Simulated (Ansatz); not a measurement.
Basis-set extrapolation for C₂H₃Cl₃ (`ClCC(Cl)Cl`) (PBE0-D4/def2-TZVP geometry, frozen core, the Gaussian-basis code of Ansatz). Multiplicity 1, RHF reference.

```
                       def2-TZVPP    def2-QZVPP
                 HF  -1456.040658  -1456.082287
    MP2 correlation     -0.911284     -0.992661
CCSD(T) correlation     -1.012152       not run
```

Energies in hartree. Use E(X) = E(∞) + A·exp(−7.88·√X) for Hartree–Fock and E(X) = E(∞) + B·X^(−2.97) for correlation, with X = 3 and 4, and add CCSD(T) minus MP2 of the smaller set to the MP2 limit.

What is the CCSD(T) energy at the basis-set limit?

HF limit: -1456.082287 + (-0.041629) × 0.13774 = -1456.08802. MP2 limit: -0.992661 + (-0.081377) × 0.74074 = -1.05294. Higher-order term: -1.012152 − (-0.911284) = -0.10087. Total: -1457.24183 hartree, 496.3 kJ/mol below CCSD(T)/def2-TZVPP.
